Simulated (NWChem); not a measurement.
System: formaldehyde (CH₂O); SMILES O=C

Input file for NWChem:

```
start job
memory heap 200 mb stack 900 mb global 1100 mb
geometry units angstroms noautoz
  C      0.000000     0.000000     0.518354
  O      0.000000     0.000000    -0.689787
  H      0.000000    -0.952900     1.130045
  H      0.000000     0.952900     1.130045
end
basis spherical
  * library def2-svpd
end
dft
  xc pbe0
  iterations 150
end
tddft
  cis
  nroots 8
  notriplet
end
task tddft energy
```

Parts of the log:

```
             Northwest Computational Chemistry Package (NWChem) 7.3.0
             --------------------------------------------------------

 C2V symmetry detected

                             Geometry "geometry" -> ""
                             -------------------------

 Output coordinates in angstroms (scale by  1.889725989 to convert to a.u.)

  No.       Tag          Charge          X              Y              Z
 ---- ---------------- ---------- -------------- -------------- --------------
    1 C                    6.0000     0.00000000     0.00000000     0.52760913
    2 O                    8.0000     0.00000000     0.00000000    -0.68053188
    3 H                    1.0000     0.00000000    -0.95290000     1.13930013
    4 H                    1.0000     0.00000000     0.95290000     1.13930013

 Effective nuclear repulsion energy (a.u.)      31.0317982401

      Symmetry information
      --------------------

 Group name             C2v
 Group number             16
 Group order               4
 No. of unique centers     3

                                 NWChem DFT Module
                                 -----------------

 Summary of "ao basis" -> "ao basis" (spherical)
 ------------------------------------------------------------------------------
       Tag                 Description            Shells   Functions and Types
 ---------------- ------------------------------  ------  ---------------------
 C                         def2-svpd                 8       20   4s2p2d
 O                         def2-svpd                 9       23   4s3p2d
 H                         def2-svpd                 4        8   2s2p

      Symmetry analysis of basis
      --------------------------

        a1         27
        a2          6
        b1         11
        b2         15

            General Information
            -------------------
          SCF calculation type: DFT
          Wavefunction type:  closed shell.
          No. of atoms     :     4
          No. of electrons :    16
           Alpha electrons :     8
            Beta electrons :     8
          Charge           :     0
          Spin multiplicity:     1
          Use of symmetry is: off; symmetry adaption is: on
          Maximum number of iterations: 150
          AO basis - number of functions:    59
                     number of shells:    25
          Convergence on energy requested:  1.00D-06
          Convergence on density requested:  1.00D-05
          Convergence on gradient requested:  5.00D-04

              XC Information
              --------------
                         PBE0 Method XC Functional
                     Hartree-Fock (Exact) Exchange  0.250
          PerdewBurkeErnzerhof Exchange Functional  0.750
            Perdew 1991 LDA Correlation Functional  1.000 local
           PerdewBurkeErnz. Correlation Functional  1.000 non-local

             Grid Information
             ----------------
          Grid used for XC integration:  medium
          Radial quadrature: Mura-Knowles
          Angular quadrature: Lebedev.
          Tag              B.-S. Rad. Rad. Pts. Rad. Cut. Ang. Pts.
          ---              ---------- --------- --------- ---------
          C                   0.70       49           8.0       434
          O                   0.60       49           8.0       434
          H                   0.35       45           9.0       434
          Grid pruning is: on
          Number of quadrature shells:   188
          Spatial weights used:  Erf1

      Superposition of Atomic Density Guess
      -------------------------------------

 Sum of atomic energies:        -113.31789573

      Non-variational initial energy
      ------------------------------

 Total energy =    -113.972055
 1-e energy   =    -215.342768
 2-e energy   =      70.338915
 HOMO         =      -0.331385
 LUMO         =      -0.045636

      Symmetry analysis of molecular orbitals - initial
      -------------------------------------------------

  Numbering of irreducible representations:

     1 a1          2 a2          3 b1          4 b2

  Orbital symmetries:

     1 a1          2 a1          3 a1          4 a1          5 b2
     6 a1          7 b1          8 b2          9 b1         10 a1
    11 a1         12 b2         13 b1         14 a1         15 b2
    16 a1         17 a2         18 b1

   convergence    iter        energy       DeltaE   RMS-Dens  Diis-err
 ---------------- ----- ----------------- --------- --------- ---------
 d= 0,ls=0.0,diis     1   -114.2016567393 -1.45D+02  2.31D-02  7.19D-01
 d= 0,ls=0.0,diis     2   -113.9184101555  2.83D-01  1.50D-02  3.68D+00
 d= 0,ls=0.0,diis     3   -114.2920210978 -3.74D-01  1.54D-03  8.93D-03
 d= 0,ls=0.0,diis     4   -114.2927145163 -6.93D-04  6.02D-04  2.95D-03
 d= 0,ls=0.0,diis     5   -114.2930509370 -3.36D-04  6.21D-05  2.02D-05
  Resetting Diis
 d= 0,ls=0.0,diis     6   -114.2930533385 -2.40D-06  1.27D-05  1.60D-06
 d= 0,ls=0.0,diis     7   -114.2930535016 -1.63D-07  3.24D-06  1.73D-08

         Total DFT energy =     -114.293053501570
      One electron energy =     -216.718500476919
           Coulomb energy =       85.910720679977
    Exchange-Corr. energy =      -14.517071944752
 Nuclear repulsion energy =       31.031798240125

 Numeric. integr. density =       15.999999948263

                  Occupations of the irreducible representations
                  ----------------------------------------------

                     irrep           alpha         beta
                     --------     --------     --------
                     a1                5.0          5.0
                     a2                0.0          0.0
                     b1                1.0          1.0
                     b2                2.0          2.0

                       DFT Final Molecular Orbital Analysis
                       ------------------------------------

 Vector    6  Occ=2.000000D+00  E=-4.763528D-01  Symmetry=a1
              MO Center=  1.0D-24,  9.8D-19, -5.0D-01, r^2= 1.1D+00
   Bfn.  Coefficient  Atom+Function         Bfn.  Coefficient  Atom+Function
  ----- ------------  ---------------      ----- ------------  ---------------
    27      0.514080  2 O  pz                 7     -0.372476  1 C  pz
    23     -0.295049  2 O  s                 30      0.224225  2 O  pz
    22     -0.221487  2 O  s                 44     -0.113792  3 H  s
    52     -0.113792  4 H  s                  2      0.110647  1 C  s
    10     -0.107580  1 C  pz                21     -0.107843  2 O  s

[...]

                                NWChem TDDFT Module
                                -------------------

            General Information
            -------------------
           No. of orbitals :     118
            Alpha orbitals :      59
             Beta orbitals :      59
        Alpha frozen cores :       0
         Beta frozen cores :       0
     Alpha frozen virtuals :       0
      Beta frozen virtuals :       0
         Spin multiplicity :       1
    Number of AO functions :      59
        Use of symmetry is : off
      Symmetry adaption is : on
         Schwarz screening :  0.10D-07

              XC Information
              --------------
                  PBE0 Method XC Functional
              Hartree-Fock (Exact) Exchange   0.25
   PerdewBurkeErnzerhof Exchange Functional   0.75
     Perdew 1991 LDA Correlation Functional   1.00 local
    PerdewBurkeErnz. Correlation Functional   1.00 non-local

             TDDFT Information
             -----------------
          Calculation type : Tamm-Dancoff TDDFT
         Wavefunction type : Restricted singlets
          No. of electrons :      16
           Alpha electrons :       8
            Beta electrons :       8
              No. of roots :       8
          Max subspacesize :    5600
            Max iterations :     100
               Target root :       1
           Target symmetry : none
      Symmetry restriction : off
                 Algorithm : Optimal
        Davidson threshold :  0.10D-03

    8 smallest eigenvalue differences (eV)
--------------------------------------------------------
  No. Spin  Occ  Vir  Irrep   E(Occ)    E(Vir)   E(Diff)
--------------------------------------------------------
    1    1    8    9 a2       -0.291    -0.054     6.456
    2    1    8   10 b2       -0.291     0.030     8.749
    3    1    7    9 a1       -0.425    -0.054    10.098
    4    1    8   11 a1       -0.291     0.092    10.435
    5    1    8   12 b2       -0.291     0.093    10.471
    6    1    8   13 a2       -0.291     0.119    11.182
    7    1    6    9 b1       -0.476    -0.054    11.487
    8    1    8   14 b2       -0.291     0.137    11.650
--------------------------------------------------------

  Entering Davidson iterations
  Restricted singlet excited states

  Iter   NTrls   NConv    DeltaV     DeltaE      Time
  ----  ------  ------  ---------  ---------  ---------
    1      8       0     0.36E+00   0.10+100        2.9
    2     16       0     0.76E-01   0.53E-01        2.9
    3     24       0     0.32E-01   0.59E-01        3.5
    4     32       3     0.87E-02   0.96E-02        3.7
    5     37       6     0.14E-02   0.93E-04        2.1
    6     39       7     0.11E-03   0.23E-05        1.7
    7     40       8     0.93E-04   0.13E-07        1.6
  ----  ------  ------  ---------  ---------  ---------
  Convergence criterion met

  Ground state a1       -114.293053501570 a.u.

  ----------------------------------------------------------------------------
  Root   1 singlet a2             0.146599621 a.u.                3.9892 eV
  ----------------------------------------------------------------------------
     Transition Moments    X -0.00000   Y  0.00000   Z -0.00000
     Dipole Oscillator Strength                    0.0000000000
     Electric Quadrupole                           0.0000000081
     Magnetic Dipole                               0.0000018641
     Total Oscillator Strength                     0.0000018722

     Occ.    8  b2  ---  Virt.    9  b1       0.99739
     Occ.    8  b2  ---  Virt.   18  b1      -0.05083
  ----------------------------------------------------------------------------
  Root   2 singlet b2             0.271889170 a.u.                7.3985 eV
  ----------------------------------------------------------------------------
     Transition Moments    X  0.00000   Y -0.50166   Z  0.00000
     Dipole Oscillator Strength                    0.0456160678
     Electric Quadrupole                           0.0000005762
     Magnetic Dipole                               0.0000007409
     Total Oscillator Strength                     0.0456173849

     Occ.    8  b2  ---  Virt.   10  a1      -0.99657
     Occ.    8  b2  ---  Virt.   12  a1      -0.06546
  ----------------------------------------------------------------------------
  Root   3 singlet b2             0.327213477 a.u.                8.9039 eV
  ----------------------------------------------------------------------------
     Transition Moments    X  0.00000   Y  0.49718   Z  0.00000
     Dipole Oscillator Strength                    0.0539230194
     Electric Quadrupole                           0.0000000286
     Magnetic Dipole                               0.0000021231
     Total Oscillator Strength                     0.0539251710

     Occ.    8  b2  ---  Virt.   10  a1       0.06717
     Occ.    8  b2  ---  Virt.   12  a1      -0.98499
     Occ.    8  b2  ---  Virt.   14  a1       0.14813
  ----------------------------------------------------------------------------
  Root   4 singlet a1             0.331742012 a.u.                9.0272 eV
  ----------------------------------------------------------------------------
     Transition Moments    X  0.00000   Y  0.00000   Z -0.70457
     Dipole Oscillator Strength                    0.1097901154
     Electric Quadrupole                           0.0000000606
     Magnetic Dipole                               0.0000000000
     Total Oscillator Strength                     0.1097901760

     Occ.    8  b2  ---  Virt.   11  b2      -0.99627
  ----------------------------------------------------------------------------
  Root   5 singlet b1             0.337587791 a.u.                9.1862 eV
  ----------------------------------------------------------------------------
     Transition Moments    X  0.04618   Y -0.00000   Z  0.00000
     Dipole Oscillator Strength                    0.0004799667
     Electric Quadrupole                           0.0000002287
     Magnetic Dipole                               0.0000059304
     Total Oscillator Strength                     0.0004861258

     Occ.    3  a1  ---  Virt.    9  b1      -0.05350
     Occ.    6  a1  ---  Virt.    9  b1      -0.99425
  ----------------------------------------------------------------------------
  Root   6 singlet a2             0.355499838 a.u.                9.6736 eV
  ----------------------------------------------------------------------------
     Transition Moments    X -0.00000   Y -0.00000   Z -0.00000
     Dipole Oscillator Strength                    0.0000000000
     Electric Quadrupole                           0.0000000034
     Magnetic Dipole                               0.0000000004
     Total Oscillator Strength                     0.0000000038

     Occ.    5  b2  ---  Virt.    9  b1      -0.07306
     Occ.    8  b2  ---  Virt.   13  b1      -0.99586
  ----------------------------------------------------------------------------
  Root   7 singlet a1             0.364969370 a.u.                9.9313 eV
  ----------------------------------------------------------------------------
     Transition Moments    X -0.00000   Y  0.00000   Z  0.63570
     Dipole Oscillator Strength                    0.0983261499
     Electric Quadrupole                           0.0000001703
     Magnetic Dipole                               0.0000000000
     Total Oscillator Strength                     0.0983263202

     Occ.    4  a1  ---  Virt.   10  a1      -0.07828
     Occ.    5  b2  ---  Virt.   11  b2      -0.08562
     Occ.    5  b2  ---  Virt.   16  b2       0.08277
     Occ.    5  b2  ---  Virt.   23  b2       0.05115
     Occ.    6  a1  ---  Virt.   26  a1       0.07294
     Occ.    7  b1  ---  Virt.    9  b1      -0.81375
     Occ.    7  b1  ---  Virt.   18  b1      -0.05532
     Occ.    8  b2  ---  Virt.   16  b2       0.52181
     Occ.    8  b2  ---  Virt.   20  b2      -0.08309
     Occ.    8  b2  ---  Virt.   27  b2      -0.09337
  ----------------------------------------------------------------------------
  Root   8 singlet a2             0.367383332 a.u.                9.9970 eV
  ----------------------------------------------------------------------------
     Transition Moments    X  0.00000   Y  0.00000   Z  0.00000
     Dipole Oscillator Strength                    0.0000000000
     Electric Quadrupole                           0.0000001086
     Magnetic Dipole                               0.0000013695
     Total Oscillator Strength                     0.0000014780

     Occ.    5  b2  ---  Virt.    9  b1       0.99336
     Occ.    8  b2  ---  Virt.   13  b1      -0.07314

              Target root =      1
          Target symmetry = none
      Ground state energy =   -114.293053501570
        Excitation energy =      0.146599621242
     Excited state energy =   -114.146453880328

  stored tddft:energy   -114.14645388032798
```

Level: PBE0/def2-SVPD, TDA. Coordinates come from a PBE-D3(BJ)/def2-SVP optimisation.
